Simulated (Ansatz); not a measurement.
Mulliken charges of C2H2ClFO, SMILES `O/C=C(/F)Cl` from PBE/def2-TZVPP in Ansatz (PBE0-D4/def2-TZVP geometry).

| atom | x (Å) | y (Å) | z (Å) | charge (e) |
| --- | --- | --- | --- | --- |
| O1 | 0.355 | 1.365 | 0.655 | -0.240 |
| C2 | 0.556 | 0.064 | 0.375 | -0.003 |
| C3 | -0.227 | -0.697 | -0.377 | 0.161 |
| F4 | 0.037 | -1.978 | -0.611 | -0.137 |
| Cl5 | -1.653 | -0.126 | -1.131 | -0.082 |
| H6 | -0.454 | 1.659 | 0.219 | 0.192 |
| H7 | 1.447 | -0.355 | 0.824 | 0.110 |

By hand: the dipole of these point charges (1 e Å = 4.8032 D).

Σ q r = (0.079, 0.121, 0.090) e Å, of length 0.170 e Å = 0.82 D.

How does the dipole of the full density compare? (An estimate is asked.)

Ansatz gave: (-0.046, 0.143, 0.015) e Å, 0.73 D; the point charges give 1.12 times that, at 54° from its direction.

Point charges leave out the atoms' own dipoles, such as those of lone pairs, and Mulliken's split depends on the basis, so the two needn't agree.
